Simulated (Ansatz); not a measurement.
Bulk modulus of elemental solids other than molecular ones

Method: PBE in Ansatz (plane waves, PAW). References are measured values corrected to a static lattice. The table is a random draw of 10 from 38 solids with such references.

Values in GPa.

```
solid                        reference   PBE  error (%)
--------------------  ----------------  ----  ---------
fcc Al                80.8 (77.1–82.0)  76.9       -4.8
fcc Sr                            12.5  11.6       -7.2
fcc Ni                   192 (186–195)   197       +2.6
diamond-structure Si               101  88.7      -12.2
fcc Cu                             144   141       -2.1
bcc Li                13.8 (13.1–13.9)  13.9       +0.7
bcc Nb                             173   169       -2.3
bcc V                              161   182      +13.0
bcc Ta                             198   194       -2.0
fcc Pt                             289   248      -14.2
```

Over these 10 solids the mean error is -2.8 %, the mean absolute error 6.1 % (median 3.7 %), and the worst case fcc Pt at -14.2 %; the value is too low in 7 of 10 cases. Over all 38, from unrounded values, the mean error is -6.5 % and the mean absolute error 8.8 % (median 5.9 %). Caveats on values not shown: the gap of the solid is closed in this run (1); the cell is over a tenth larger than the published one (another phase or state, or a fault of the published cell, is possible) (1).

All these references are brought to a static lattice.

Spin–orbit coupling is left out, also for the solids with elements from indium on (bcc Ta, fcc Pt); its size isn't shown.

Brackets give the range of the sources taken for a reference, where it is wide; it can hold other temperatures.

Differences are worked out from the printed values.

Each level is taken at its own relaxed cell. Ansatz's density-functional and Hartree–Fock values are scalar-relativistic unless marked +SOC, with PAW data made under PBE.

Ansatz's runs of these crystals have no spin polarisation, but for fcc Ni.

Density-functional runs with spin start from parallel moments for fcc Ni.

Not in this set, of the elemental solids other than molecular ones with a reference value in our tables and a result at some level: 6 for sources at odds; 4 for a reference at room or unstated temperature; 1 for a value of another source that differs by over 15 % in a way that heat doesn't explain. These can be a level's best or worst cases. Solids without a released value at any level aren't counted. Layered and molecular crystals are counted apart. The metals Ce to Yb are counted apart.

References as tabulated in Levämäki et al. (2014), arXiv:1402.3671; Mejia-Rodriguez and Trickey (2018), arXiv:1807.09216; Sun et al. (2011), doi:10.1103/physrevb.84.035117.

Ansatz is a program for electronic structure.
